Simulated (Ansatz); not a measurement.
Reaction (SMILES): F (HF) → F atom + H atom
B3LYP-D3(BJ)/def2-TZVP geometries, fixed; electronic energies without zero-point terms.
Largest species:
```xyz
2

F      0.0000     0.0000    -0.0925
H      0.0000     0.0000     0.8321
```

Effect of a fitting basis named in the input at HF/def2-TZVPP with Ansatz (a program for electronic structure), against the last row, where the atomisation energy is 96.21 kcal/mol. Open shells are unrestricted. The default fits or decomposes integrals by the program's own choice; accuracy: high also tightens integrals, grids and stops.

```json
[
 {"setting": "fitting: def2-SV(P)-JKFIT", "largest shift of a total energy (mEh)": "-0.002", "shift of the atomisation energy (kcal/mol)": "-0.001"},
 {"setting": "fitting: def2-universal-JKFIT", "largest shift of a total energy (mEh)": "-0.002", "shift of the atomisation energy (kcal/mol)": "-0.001"},
 {"setting": "fitting: cc-pVTZ-JKFIT", "largest shift of a total energy (mEh)": "0.006", "shift of the atomisation energy (kcal/mol)": "-0.001"},
 {"setting": "fitting: cc-pVQZ-JKFIT", "largest shift of a total energy (mEh)": "0.002", "shift of the atomisation energy (kcal/mol)": "0.000"},
 {"setting": "fitting: cc-pV5Z-JKFIT", "largest shift of a total energy (mEh)": "0.002", "shift of the atomisation energy (kcal/mol)": "0.000"},
 {"setting": "accuracy: high", "largest shift of a total energy (mEh)": "-0.001", "shift of the atomisation energy (kcal/mol)": "0.000"},
 {"setting": "accuracy: medium (default)", "largest shift of a total energy (mEh)": "0.000", "shift of the atomisation energy (kcal/mol)": "0.000"}
]
```

Within 0.02 kcal/mol in the atomisation energy: fitting: def2-SV(P)-JKFIT; fitting: def2-universal-JKFIT; fitting: cc-pVTZ-JKFIT; fitting: cc-pVQZ-JKFIT; fitting: cc-pV5Z-JKFIT; accuracy: high. The largest shift is 0.006 mEh in a total energy and 0.001 kcal/mol in the difference.
